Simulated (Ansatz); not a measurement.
```xyz
7

C     0.434   -0.704   -0.374
C    -0.272    0.455    0.204
F    -0.488    0.307    1.526
F    -1.472    0.640   -0.363
F     0.428    1.588    0.054
H    -0.142   -1.552   -0.713
H     1.512   -0.734   -0.333
```

Charge 0, multiplicity 2.

(1) List the PBE/def2-TZVPP orbital energies in eV (Ansatz). (Estimate.)

Answers

(1) Ansatz gave: α occupied: -660.92, -660.92, -660.88, -275.49, -270.40, -33.07, -30.71, -30.62, -19.68, -16.56, -14.72, -14.63, -13.58, -11.60, -11.17, -11.06, -10.22, -9.91, -9.55, -9.54, -6.41. α empty: 0.95, 1.48, 2.74, 3.07, 3.16, 3.53, 4.76, 5.00. β occupied: -660.91, -660.91, -660.83, -275.50, -270.03, -33.03, -30.68, -30.55, -19.10, -16.32, -14.70, -14.55, -13.33, -11.42, -11.12, -10.97, -10.12, -9.85, -9.51, -9.36. β empty: -4.05, 1.20, 1.55, 2.86, 3.11, 3.41, 3.66, 5.24. ⟨S²⟩ = 0.754.
